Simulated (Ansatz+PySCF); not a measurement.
Results of a calculation; reference values are marked as such.
This Ansatz input gave a total energy of -547.44466 hartree.

```yaml
crystal:
  periodic: [false, false, false]
  atoms:
    - { symbol: S, position_ang: [0.02831, 0.01384, -0.41015] }
    - { symbol: O, position_ang: [-0.01704, 1.29474, 0.35563] }
    - { symbol: O, position_ang: [-0.00578, -1.29969, 0.37771] }
basis:
  gaussian: { orbitals: def2-SVP }
magnetization:
  spin_polarized: true
hamiltonian:
  xc: hf
correlation:
  method: mp2
  frozen_orbitals: { O: 1, S: 5 }
scf:
  omitted_lower_state_checks: [stability, starts, atomic_configurations, cluster_reference, orbital_swaps, given_window_search, neighbouring_geometries, increment]
```

Task: Write an input for PySCF with the same method and basis set.

Result:

```python
from pyscf import gto, scf, mp

mol = gto.M(atom="""
S 0.028310 0.013840 -0.410150
O -0.017040 1.294740 0.355630
O -0.005780 -1.299690 0.377710
""", basis='def2-svp', charge=0, spin=0)
mf = scf.UHF(mol)
mf.kernel()
pt = mp.MP2(mf, frozen=7).run()
print(mf.e_tot, pt.e_corr, pt.e_tot)
```

PySCF 2.14.0 gave -547.44466 hartree, 0.08 meV from the first. The reference isn't the lowest determinant (another lies 0.41 eV lower), but the same method gives a higher total on the lower determinant.
